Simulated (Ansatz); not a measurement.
# BS+ (triplet): wave-function methods side by side at distance B1–S2 = 3.154 Å, cc-pVTZ

Aim: climb from Hartree-Fock through coupled cluster and multireference methods for BS+ (triplet) at one geometry and basis, and see what each rung misses.

Computed with Ansatz 0.2.0, Gaussian basis. Level: cc-pVTZ, core rule «outside noble gas», up to 6 orbitals frozen.

To be run: UHF; CCSD(T) on ROHF; CCSD(T) on UHF; BCCD(T) on ROHF; CISD; CCSDT(Q) on ROHF; CCSDT(Q) on UHF; CASSCF and MRCISD+Q, 4 electrons in 4 orbitals; CASSCF and NEVPT2, 4 electrons in 4 orbitals; CASSCF and MRCISD+Q, 8 electrons in 8 orbitals; CASSCF and NEVPT2, 8 electrons in 8 orbitals.

13 further runs of the same task are left out: 1 for a mislabelled method, 10 that didn't finish, 2 set aside as unsound or not needed.

## Step 1: The system

The geometry derives from a PBE0/def2-TZVP stationary point (not a proven minimum). One bond is set to the value named and the two fragments are kept rigid.

2 atoms, charge 1, spin multiplicity 3.

Atoms are counted from 1 here; the program's logs count them from 0.

No contacts short enough for the rule that draws bonds.

Geometry (Å):

```xyz
2

B     0.0000    0.0000    0.0000
S     0.0000    0.0000    3.1540
```

## Step 2: UHF

Input file in.yaml:

```yaml
crystal:
  periodic: [false, false, false]
  atoms:
    - {symbol: B, position_ang: [0.000000, 0.000000, 0.000000]}
    - {symbol: S, position_ang: [0.000000, 0.000000, 3.154000]}
basis:
  gaussian: {orbitals: cc-pVTZ}
total_charge: 1
magnetization: {spin_polarized: true, initial_magnetization: 2}
hamiltonian: {xc: hf}
output: {orbitals: {seedname: orbitals}}
```

The run is started by

```console
$ ansatz run in.yaml --threads 1 --pin off --events-out ev --progress --plain --max-ram 2393MiB
```

After this run come: CCSD(T) on ROHF; CCSD(T) on UHF; BCCD(T) on ROHF; CISD; CCSDT(Q) on ROHF; CCSDT(Q) on UHF; CASSCF and MRCISD+Q, 4 electrons in 4 orbitals; CASSCF and NEVPT2, 4 electrons in 4 orbitals; CASSCF and MRCISD+Q, 8 electrons in 8 orbitals; CASSCF and NEVPT2, 8 electrons in 8 orbitals.

Before running them: what should the planned runs give, taken together? Wanted: UCCSDT(Q) below the RHF energy; RMP2 from UCCSDT(Q); UMP2 from UCCSDT(Q); RCCSD from UCCSDT(Q); RCCSD(T) from UCCSDT(Q); UCCSD(T) from UCCSDT(Q); RCCSDT(Q) from UCCSDT(Q); NEVPT2 pair from UCCSDT(Q); NEVPT2 valence from UCCSDT(Q).

As calculated:

| quantity | value |
| --- | --- |
| UCCSDT(Q) below the RHF energy | -5.9317 eV |
| RMP2 from UCCSDT(Q) | +1435.8 meV |
| UMP2 from UCCSDT(Q) | +1469.3 meV |
| RCCSD from UCCSDT(Q) | +234.8 meV |
| RCCSD(T) from UCCSDT(Q) | +47.7 meV |
| UCCSD(T) from UCCSDT(Q) | +46.4 meV |
| RCCSDT(Q) from UCCSDT(Q) | +1.7 meV |
| NEVPT2 pair from UCCSDT(Q) | +1343.5 meV |
| NEVPT2 valence from UCCSDT(Q) | +1023.3 meV |
| MRCISD+Q valence from UCCSDT(Q) | +48.5 meV |
| levels within 1 kcal/mol (43 meV) | RCCSDT, UCCSDT, RCCSDT(Q) |
| T1 diagnostic | 0.030 |
| effectively unpaired electrons | 2.13 |

RCCSD(T) lands +47.7 meV from the yardstick (0.8 % of the correlation energy). One determinant dominates. Of the multireference levels listed MRCISD+Q valence comes nearest in total energy (+48.5 meV), which doesn't show that its space is the better one. These misses are within one basis, not against nature; the frozen cores of restricted and unrestricted runs differ, which can shift their rows.
